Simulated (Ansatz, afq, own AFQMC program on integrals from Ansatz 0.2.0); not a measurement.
# Where AFQMC and coupled cluster stand for SiGeC, singlet

```yaml
atoms:
  - { symbol: C, position_ang: [0.0000, 0.0000, 0.0276] }
  - { symbol: Ge, position_ang: [0.0000, 0.0000, -1.7401] }
  - { symbol: Si, position_ang: [0.0000, 0.0000, 1.7125] }
```

Connectivity, by distances: Ge–C–Si.

Basis cc-pVDZ. Only valence electrons are correlated. Integrals, coupled cluster, full CI and functionals: Ansatz 0.2.0; the random walks run on the same integrals in our own AFQMC program. ph-AFQMC/CISD is guided by a CISD state made of CCSD amplitudes; releasing the constraint for a short imaginary time cuts its bias at the price of noise, slowly where states lie close. Uncertainties: one standard error, sampling alone. No spin–orbit coupling.

Determinant: RHF, the one that the program's search chose, which needn't be the lowest solution. The geometry is a PBE0/def2-TZVP stationary point of this or a neighbouring charge and spin state.

No full CI on the walks' own integrals is used here; CCSDTQ serves as the reference and is uncertain by about the last step of the cluster series.

Cautions: no relativity below Rb; no spin-orbit coupling; inner d shell frozen; (T) is large, 7 % of the CCSD correlation; the released energies are still falling, so no released level is given (meV from the phaseless value at times in 1/Eh: -14 ± 5 at 0.24, -23 ± 4 at 0.51, -32 ± 4 at 0.99, -38 ± 4 at 1.62, -42 ± 4 at 2.40), though the last usable value meets CCSDTQ within the noise.

- T1 diagnostic: 0.0199
- weight of the determinant in the CISD state: 0.820
- size of the correlated space: 12 electrons in 39 orbitals

| level | correlation energy (eV) |
| --- | --- |
| MP2 | -7.5702 |
| CCSD | -8.0714 |
| CCSD(T) | -8.6228 |

Task: Estimate where phaseless AFQMC with a CISD trial lies against CCSD(T) on the same integrals.

Result: 1.52 ± 0.22 mEh below CCSD(T).

Reference: CCSDTQ, correlation energy -8.704 eV.

```json
{"level": "CCSD(T)", "E − E(reference) (mEh)": "3.00", "share of correlation (%)": "99.06"}
{"level": "CCSDT", "E − E(reference) (mEh)": "2.23", "share of correlation (%)": "99.30"}
{"level": "CCSDT(Q)", "E − E(reference) (mEh)": "-0.13", "share of correlation (%)": "100.04"}
{"level": "ph-AFQMC/HF", "E − E(reference) (mEh)": "-4.22 ± 1.00", "share of correlation (%)": "101.32"}
{"level": "ph-AFQMC/CISD", "E − E(reference) (mEh)": "1.48 ± 0.22", "share of correlation (%)": "99.54"}
```

CCSDT and higher add their correlation energy to the determinant of the CCSD(T) run, since their own runs factorise the integrals more tightly (a shift of under 2 meV). A walk keeps the symmetry of its determinant, which the program's search chose and which needn't be the lowest solution, so a lower state of the same spin and another symmetry isn't excluded.
